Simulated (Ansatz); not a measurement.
Basis-set extrapolation for C3H6O2, SMILES `C=C(O)OC` (PBE0-D4/def2-TZVP geometry, frozen core, Ansatz 0.2.0). Multiplicity 1, RHF reference.

```json
{"": "HF", "def2-TZVPP": "-266.902755", "def2-QZVPP": "-266.915319"}
{"": "MP2 correlation", "def2-TZVPP": "-0.970086", "def2-QZVPP": "-1.040641"}
{"": "CCSD(T) correlation", "def2-TZVPP": "-1.039043", "def2-QZVPP": "not run"}
```

Energies in hartree. Use E(X) = E(∞) + A·exp(−7.88·√X) for Hartree–Fock and E(X) = E(∞) + B·X^(−2.97) for correlation, with X = 3 and 4, and add CCSD(T) minus MP2 of the smaller set to the MP2 limit.

Q: What is the CCSD(T) energy at the basis-set limit?

A: HF limit: -266.915319 + (-0.012564) × 0.13774 = -266.91705. MP2 limit: -1.040641 + (-0.070555) × 0.74074 = -1.09290. Higher-order term: -1.039043 − (-0.970086) = -0.06896. Total: -268.07891 hartree, 360.0 kJ/mol below CCSD(T)/def2-TZVPP.
